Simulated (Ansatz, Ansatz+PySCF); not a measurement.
```csv
atom,x (Å),y (Å),z (Å)
Si,0.0000,0.0000,-0.1234
H,0.0000,1.0085,0.8640
H,0.0000,-1.0085,0.8640
```

RHF-MP2 on singlet SiH2 was run in several spherical basis sets with Ansatz (development build ahead of 0.2.0). Frozen core: 5 orbitals.

(1) Rank the basis sets by the total energy that they give, lowest first, with the distance from the lowest.
A. 6-31G(d)
B. def2-SVP
C. cc-pVTZ
D. cc-pVDZ
E. def2-TZVP

Answers

(1) C (0.00 eV), E (0.30 eV), D (0.94 eV), A (2.03 eV), B (3.48 eV).

Totals follow the description of the cores as much as that of the bonds, so this order isn't one of quality for chemistry.
